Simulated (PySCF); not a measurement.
## Reproducing measurements on C3H3NO

**The experiment to reproduce.**

NIST CCCBDB Release 22 (SRD 101), experimental dipoles lists, for the gas: dipole moment 1.503 D.

The runs below try to reproduce these values; the comparison stands at the end.

Species: C3H3NO.
Numbering: `[cH:1]1[cH:2][o:3][cH:4][n:5]1` (hydrogens: H6 on C1; H7 on C2; H8 on C4)

Cartesian coordinates in Å at the PBE0-D3(BJ)/def2-SVP level; atoms count from 1:
```xyz
8
C3H3NO angstrom
C     -0.8622   -0.5381    0.2463
C     -0.7007    0.7369   -0.1963
O      0.6257    0.9413   -0.3784
C      1.2031   -0.2221   -0.0364
N      0.3762   -1.1368    0.3420
H     -1.7819   -1.0615    0.5007
H     -1.3665    1.5656   -0.4179
H      2.2880   -0.2767   -0.1111
```

The PySCF runs (gas phase, on this PBE0-D3(BJ)/def2-SVP geometry; no spin–orbit coupling):

```json
{"level": "PBE0-D3(BJ)/def2-SVP, grid level 1", "job": "geometry optimisation from a GFN2-xTB start", "basis functions": "85", "wall time": "6.4 s"}
```

Hardware: an Intel Xeon 6975P-C with one thread, on a shared host.

Results beside the measurements:

**Dipole moment.** Measured: 1.503 D (NIST CCCBDB Release 22 (SRD 101), experimental dipoles).

```tsv
level	computed (D)	computed − measured (D)	% (from the printed values)
PBE0-D3(BJ)/def2-SVP	1.563	+0.060	+4
```

The computed dipoles belong to one fixed geometry; measured ones are averaged over vibrations unless marked μe. Magnitudes are compared, not signs.

No measured geometry was used, and the causes of the misses weren't examined.
